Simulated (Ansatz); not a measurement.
**P4: harmonic frequencies at the relaxed geometry from a Python script**

At which frequencies does P4 vibrate? The task is harmonic frequencies at the relaxed geometry, for P4. SMILES: p12p3p1p23.

Program: Ansatz 0.2.0 through its Python package. Level of theory: PBE0/6-31G*. These are calculated values, not measurements.

### 1 The structure

Bond lengths: P1–P2 2.185 Å, P1–P3 2.185 Å, P2–P3 2.185 Å, P1–P4 2.185 Å, P2–P4 2.185 Å, P3–P4 2.185 Å. Angles: P1–P2–P3 60.0°, P1–P2–P4 60.0°, P3–P2–P4 60.0°, P2–P1–P3 60.0°, P2–P1–P4 60.0°, P3–P1–P4 60.0°, P1–P3–P2 60.0°, P1–P3–P4 60.0°, P2–P3–P4 60.0°, P1–P4–P2 60.0°, P1–P4–P3 60.0°, P2–P4–P3 60.0°.

No structure file is read: the coordinates are typed or built in the script.

### 2 The code

Input file p4_freq.py:

```python
'''Harmonic frequencies of P4 at its relaxed geometry.'''

import itertools
import warnings

import ansatz as az
from ase.data import atomic_numbers, covalent_radii
import numpy as np

BASIS_SET = '6-31G*'
FUNCTIONAL = 'PBE0'

GEOMETRY = '''
P    -0.72518   -0.10003    1.11996
P     1.29547    0.10981    0.31580
P    -0.18502   -1.09224   -0.75020
P    -0.38527    1.08247   -0.68557
'''


def main() -> None:
    warnings.simplefilter('ignore', az.DeckWarning)

    p4 = az.Crystal.molecule()
    for line in GEOMETRY.strip().splitlines():
        symbol, *xyz = line.split()
        p4 = p4.atom(symbol, [float(v) for v in xyz])

    calc = (
        p4.calculation()
        .basis(gaussian=BASIS_SET)
        .functional(FUNCTIONAL)
    )
    symbols = [site.symbol for site in p4.cartesian_sites]
    start = np.array([site.position_ang for site in p4.cartesian_sites], dtype=float)
    def progress(event):
        if event['event'] == 'relax_step':
            row = event['data']
            print(f'step {row["step"]:3d}  E = {row["lagrangian_ev"]:.6f} eV  largest force component {row["allowed_force_max_ev_ang"]:.4f} eV/A')


    data = calc.relax(force_tolerance=0.003, max_steps=100).session().plan().execute(on_event=progress).report
    end = np.array(data['positions_ang'])

    # pairs closer than 1.2 times the sum of covalent radii, before or after
    radius = [covalent_radii[atomic_numbers[s]] for s in symbols]
    span = lambda where, i, j: np.linalg.norm(where[i] - where[j])
    bonded = [(i, j) for i, j in itertools.combinations(range(len(symbols)), 2) if min(span(start, i, j), span(end, i, j)) < 1.2 * (radius[i] + radius[j])]
    print('pair        before    after (A)')
    for i, j in bonded:
        print(f'{symbols[i]}{i}-{symbols[j]}{j}'.ljust(10), f'{span(start, i, j):8.4f} {span(end, i, j):8.4f}')
    for first, second in list(itertools.combinations(bonded, 2)):
        shared = set(first) & set(second)
        if shared and symbols[(j := shared.pop())] != 'H':
            i, k = sorted((set(first) | set(second)) - {j})
            u, v = end[i] - end[j], end[k] - end[j]
            angle = np.degrees(np.arccos(np.clip(u @ v / np.linalg.norm(u) / np.linalg.norm(v), -1, 1)))
            print(f'final angle {symbols[i]}{i}-{symbols[j]}{j}-{symbols[k]}{k}: {angle:.2f} deg')

    # same settings at the minimum
    minimum = az.Crystal.molecule()
    for symbol, place in zip(symbols, end):
        minimum = minimum.atom(symbol, place.tolist())
    vibrating = (
        minimum.calculation()
        .basis(gaussian=BASIS_SET)
        .functional(FUNCTIONAL)
        .phonons(temperatures=(100, 500, 100))
    )
    vib = vibrating.run(threads=1).report['vibrations']
    sums = vib['harmonic_sums']
    modes = [m['omega_inv_cm'] for m in sums['modes_at_gamma'] if m['rigid_motion'] == 'no']
    for number, w in enumerate(modes, start=1):
        print(f'mode {number:2d} {w:9.1f} 1/cm {w / 8065.544 * 1000:8.2f} meV')
    print('imaginary modes:', sum(w < 0 for w in modes), ' zero-point energy:', round(sums['zero_point_energy_ev'], 4), 'eV')
    print('T (K)   F_vib (eV)   S_vib (meV/K)   C_vib (meV/K)')
    for row in zip(sums['temperatures_k'], sums['vibrational_free_energy_ev'], vib['entropy_ev_per_k'], vib['heat_capacity_ev_per_k']):
        print(f'{row[0]:6.1f} {row[1]:11.4f} {1000 * row[2]:13.4f} {1000 * row[3]:15.4f}')


if __name__ == '__main__':
    main()
```

### 3 The calls as engine input

The engine receives this input (first run):

```yaml
crystal:
  periodic: [false, false, false]
  atoms:
    - { symbol: P, position_ang: [-0.72518, -0.10003, 1.11996] }
    - { symbol: P, position_ang: [1.29547, 0.10981, 0.3158] }
    - { symbol: P, position_ang: [-0.18502, -1.09224, -0.7502] }
    - { symbol: P, position_ang: [-0.38527, 1.08247, -0.68557] }
basis:
  gaussian:
    orbitals: "6-31G*"
hamiltonian:
  xc: pbe0
relax:
  f_tol: 0.003
  max_steps: 100
```

### 4 Running it

Started as:

```bash
python p4_freq.py
```

**Question.** What results will this script give? Wanted: moves of the relaxation of run 1; energy gained in run 1; last largest force component of run 1; highest frequency; imaginary modes; zero-point energy.

The runs gave:

```
                             quantity        value
                        runs compared            2
     moves of the relaxation of run 1            2
               energy gained in run 1     0.002 eV
last largest force component of run 1  0.0007 eV/Å
                    highest frequency     644 cm⁻¹
                      imaginary modes            0
                    zero-point energy     0.181 eV
```

What this shows: Run 1: The relaxation took 2 moves; the largest shift is 0.004 Å. The start was already close to the minimum. All frequencies are real, so the geometry is a minimum. The values are harmonic; measured fundamentals also hold anharmonic shifts, mostly downward for stretches. The frequencies are harmonic and unscaled, in a modest basis.
